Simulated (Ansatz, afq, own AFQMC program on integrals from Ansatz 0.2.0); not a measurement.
Where AFQMC and coupled cluster stand for BNH$_{2}$, triplet

```
atom   x (Å)    y (Å)    z (Å)
   B  0.0000   0.0000   1.5273
   N  0.0000   0.0000  -0.9597
   H  0.0000  -0.8409  -1.5231
   H  0.0000   0.8409  -1.5231
```

Connectivity, by distances: B ··· NH2.

Basis cc-pVDZ. Only valence electrons are correlated. Ansatz 0.2.0 and our own AFQMC program on the same integrals; the CISD trial comes from CCSD amplitudes, and released means the phaseless constraint is let go. Uncertainties: one standard error, sampling alone.

Determinant: UHF, the one that the program's search chose, which needn't be the lowest solution. The geometry is a point of a scan.

No full CI on the walks' own integrals is used here; CCSDT(Q) serves as the reference and is uncertain by about the last step of the cluster series.

Cautions: lower spins were not checked.

```
T1 diagnostic                               : 0.0191
weight of the determinant in the CISD state : 0.881
⟨S²⟩ of the determinant                     : 2.041
size of the correlated space                : 10 electrons in 36 orbitals
```

```
  level  correlation energy (eV)
    MP2                  -4.9810
   CCSD                  -6.0813
CCSD(T)                  -6.1992
```

Task: Estimate where phaseless AFQMC with a CISD trial lies against CCSD(T) on the same integrals.

Result: 0.46 ± 0.49 mEh below CCSD(T). The gap is under twice the noise, so this walk alone can't tell the two apart.

Reference: CCSDT(Q), correlation energy -6.231 eV. The released energy is read at 2.40 1/Eh (meV from the phaseless value at times in 1/Eh: -3 ± 13 at 0.24, -28 ± 9 at 0.51, 0 ± 14 at 0.99, -8 ± 17 at 1.62, -4 ± 20 at 2.40).

```tsv
level	E − E(reference) (mEh)	share of correlation (%)
CCSD(T)	1.17	99.49
CCSDT	0.28	99.88
ph-AFQMC/CISD	0.71 ± 0.49	99.69
released AFQMC	0.56 ± 0.74	99.75
```

A walk keeps the symmetry of its determinant, which the program's search chose and which needn't be the lowest solution, so a lower state of the same spin and another symmetry isn't excluded. Released energies are given only where the last usable release times agree within the noise; a slower fall can still hide under it.
